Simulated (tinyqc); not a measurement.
Worked calculation: RKS/PBE0 in the sto-3g basis, for H2F+, spin multiplicity 1. One step of it, computed by the program tinyqc.

Question. Orthogonalisation. S = U s U^T; symmetric (Loewdin) form X = U s^(-1/2) U^T, so that X^T S X = 1.

overlap S:
```
           1F 1s     1F 2s    1F 2px     1F 2py    1F 2pz     2H 1s      3H 1s
1F 1s   1.000000  0.237990  0.000000   0.000000  0.000000  0.044640   0.044640
1F 2s   0.237990  1.000000  0.000000   0.000000  0.000000  0.420426   0.420426
1F 2px  0.000000  0.000000  1.000000   0.000000  0.000000  0.000000   0.000000
1F 2py  0.000000  0.000000  0.000000   1.000000  0.000000  0.289134  -0.289134
1F 2pz  0.000000  0.000000  0.000000   0.000000  1.000000  0.167357   0.167357
2H 1s   0.044640  0.420426  0.000000   0.289134  0.167357  1.000000   0.202550
3H 1s   0.044640  0.420426  0.000000  -0.289134  0.167357  0.202550   1.000000
```

Give: eigenvalues of S; X.

Answer.

eigenvalues of S: 0.4232  0.4775  0.9078  1.0000  1.0749  1.3200  1.7966

X:
```
          1F 1s    1F 2s  1F 2px   1F 2py   1F 2pz    2H 1s    3H 1s
1F 1s    1.0240  -0.1393  0.0000   0.0000  -0.0062   0.0193   0.0193
1F 2s   -0.1393   1.1831  0.0000   0.0000   0.0627  -0.2418  -0.2418
1F 2px   0.0000   0.0000  1.0000   0.0000   0.0000   0.0000   0.0000
1F 2py   0.0000   0.0000  0.0000   1.0895   0.0000  -0.1979   0.1979
1F 2pz  -0.0062   0.0627  0.0000   0.0000   1.0244  -0.0945  -0.0945
2H 1s    0.0193  -0.2418  0.0000  -0.1979  -0.0945   1.1470  -0.0812
3H 1s    0.0193  -0.2418  0.0000   0.1979  -0.0945  -0.0812   1.1470
```
